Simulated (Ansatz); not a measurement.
Geometry optimisation, RKS r2SCAN-D4/def2-SVP in Ansatz.

Input:

```yaml
crystal:
  periodic: [false, false, false]
  atoms:
    - { symbol: C, position_ang: [-1.14706, -0.32817, -1.00836] }
    - { symbol: C, position_ang: [-0.64558, 0.52257, -0.11106] }
    - { symbol: Al, position_ang: [0.97215, 0.34822, 0.89887] }
    - { symbol: H, position_ang: [-2.09795, -0.09961, -1.52172] }
    - { symbol: H, position_ang: [-0.75298, -1.30041, -1.35999] }
    - { symbol: H, position_ang: [1.40939, 1.51586, 1.94926] }
    - { symbol: H, position_ang: [2.26202, -0.65846, 1.15299] }
total_charge: -1
basis:
  gaussian: { orbitals: def2-SVP }
hamiltonian:
  xc: r2scan
  dispersion: d4
relax:
  f_tol: 0.02
  max_steps: 50
output:
  orbitals: {}
```

Run as:

```bash
$ ansatz run input.yaml --threads 1 --pin off --max-ram 2048MiB --backend cpu --events-out ev --progress --plain --runs-dir out
```

Where does it end, and by what steps?

It converged. Limits of this set-up: an anion without diffuse functions, the dipole of an ion depends on the origin. After 12 steps the energy has fallen by 1.259 eV; H5 moved furthest, 1.22 Å.

| step | energy less start (eV) | largest force component (eV/Å) | accepted |
| --- | --- | --- | --- |
| 0 | 0.0000 | 0.891 | yes |
| 1 | -0.0357 | 0.265 | yes |
| 2 | -0.0778 | 0.194 | yes |
| 3 | -0.1766 | 0.893 | yes |
| 4 | -0.2880 | 1.602 | yes |
| 5 | -0.4936 | 1.532 | yes |
| 6 | -0.8169 | 1.144 | yes |
| 7 | -1.0512 | 1.397 | yes |
| 8 | -1.1791 | 0.626 | yes |
| 9 | -1.2013 | 0.765 | yes |
| 10 | -1.2423 | 0.126 | yes |
| 11 | -1.2590 | 0.024 | yes |
| 12 | -1.2591 | 0.004 | yes |

```xyz
7
Properties=species:S:1:pos:R:3
C -1.109 -0.325 -1.125
C -0.197 -0.056 -0.199
Al 1.064 0.312 1.080
H -2.193 -0.461 -0.909
H -0.880 -0.441 -2.209
H 1.457 1.832 1.492
H 1.858 -0.861 1.871
```

Time of the run: 31 s on 1 thread of Intel(R) Xeon(R) Platinum 8488C (Sapphire Rapids) (shared host), peak memory 0.15 GiB.
